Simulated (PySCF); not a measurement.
C₄H₁₀N (charge +1).
SMILES: `CC=[N+](C)C`

The closed-shell ground state was solved at several levels (PySCF, density fitting, gas phase, non-relativistic). Geometry: GFN2-xTB; no solvent, vibrations or thermal averaging.

| level | basis functions | total energy (Eh) | HOMO (eV) | LUMO (eV) | gap (eV) |
| --- | --- | --- | --- | --- | --- |
| B3LYP/pcJ-1 | 235 | -212.9635 | -14.11 | -6.97 | 7.14 |
| PBE0/pcSseg-1 | 135 | -212.6558 | -14.32 | -6.73 | 7.59 |

(1) What might CAM-B3LYP/def2-SVPD (180 basis functions) give for the same quantities?

(2) Over all these levels, which gives the widest orbital gap and which the narrowest?

Answers

(1) Total energy -212.6762 Eh, HOMO -15.67 eV, LUMO -5.55 eV, gap 10.12 eV.

(2) CAM-B3LYP/def2-SVPD (range-separated hybrid) has the widest, 10.12 eV, and B3LYP/pcJ-1 (global hybrid, 20 % exact exchange) the narrowest, 7.14 eV. Functional and basis both differ between the two, so the spread mixes both effects.
